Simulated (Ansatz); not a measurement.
Rock-salt BaS: LDA at its full settings (plane-wave cutoff 520 eV, 10×10×10 k mesh, Fermi–Dirac smearing 0.01 eV, scalar-relativistic PAW data made under PBE) and at cheaper ones, in a cell of 2 atoms with Γ-centred meshes.

| level and setting | lattice parameter a (Å) | bulk modulus (GPa) |
|---|---|---|
| LDA (Ansatz) | 6.271 | 50.8 |
| LDA (Γ point alone) (Ansatz) | 7.034 | 22.5 |
| LDA (2×2×2 k mesh) (Ansatz) | 6.324 | 49.2 |
| LDA (4×4×4 k mesh) (Ansatz) | 6.273 | 50.9 |

Largest shifts from the full settings: lattice constant a +12.2 % (LDA (Γ point alone)), against a difference of -1.85 % of the full result from the reference 6.389 Å (measured, room temperature, no zero-point or thermal correction; as tabulated in Lucero et al. (2012), arXiv:1111.4515); bulk modulus -56 % (LDA (Γ point alone)).

Ansatz's density-functional and Hartree–Fock values are scalar-relativistic unless marked +SOC, with PAW data made under PBE.

Run with cheap settings on purpose, which may leave them unconverged: LDA (2×2×2 k mesh), LDA (4×4×4 k mesh), LDA (Γ point alone).

Ansatz is a quantum-chemistry and plane-wave program.
